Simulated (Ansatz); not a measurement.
# H₂O (singlet): RPA-PBE over a scan of the distance O1–H2, cc-pVDZ

Aim: run H₂O (singlet) with these functionals over a scan of the distance O1–H2, and hold them against the top wave-function level at the same points.

The runs use Ansatz 0.2.0, Gaussian basis; cc-pVDZ, all electrons in the functionals, frozen cores in the correlation of double hybrids and RPA.

The runs, in order: RPA-PBE, at 0.765 Å; 0.884 Å; 0.960 Å; 1.055 Å; 1.181 Å; 1.304 Å; 1.551 Å; 1.745 Å; 2.065 Å; 2.626 Å; 3.309 Å.

## Step 1: The system

The geometry derives from a PBE0/def2-TZVP stationary point (not a proven minimum). One bond is set to the value named and the two fragments are kept rigid.

3 atoms, charge 0, spin multiplicity 1.

Atoms are counted from 1 here; the program's logs count them from 0.

Bond lengths: O1–H2 0.960 Å, O1–H3 0.960 Å. Angles: H2–O1–H3 105.1°.

No dispersion term is added.

The geometry shown and the zero of energy belong to the point 0.960 Å. The yardstick, FCI, and other wave-function levels (R restricted, U unrestricted, valence and pair active spaces) come from earlier runs.

## Step 2: RPA-PBE, 0.765 Å

in.yaml

```yaml
crystal:
  periodic: [false, false, false]
  atoms:
    - {symbol: O, position_ang: [0.000000, -0.058697, -0.008638]}
    - {symbol: H, position_ang: [0.000000, 0.406689, -0.615796]}
    - {symbol: H, position_ang: [0.000000, 0.525031, 0.752912]}
basis:
  gaussian: {orbitals: cc-pVDZ}
hamiltonian: {xc: {name: PBE}}
correlation: {method: rpa, electrons: outside_noble_gas}
```

Command:

```bash
> ansatz run in.yaml --threads 1 --pin off --events-out ev --progress --plain --max-ram 2816MiB --backend cpu
```

After this run come: RPA-PBE, 0.884 Å; RPA-PBE, 0.960 Å; RPA-PBE, 1.055 Å; RPA-PBE, 1.181 Å; RPA-PBE, 1.304 Å; RPA-PBE, 1.551 Å; RPA-PBE, 1.745 Å; RPA-PBE, 2.065 Å; RPA-PBE, 2.626 Å; RPA-PBE, 3.309 Å.

Before running them: what should the planned runs give, taken together? Wanted: span of the FCI curve; largest miss, RPA-PBE.

As calculated:

| quantity | value |
| --- | --- |
| span of the FCI curve | 4.965 eV |
| largest miss, RPA-PBE | -0.183 eV (3.309 Å) |

**Reading.** RPA-PBE strays by up to 0.183 eV, at 3.309 Å. RPA-PBE clearly breaks the spin symmetry at some points (⟨S²⟩ up to 0.99 above the pure value), so energy there is bought with a mixed spin. Functionals and the yardstick converge differently with the basis, so part of each miss in cc-pVDZ is the basis.
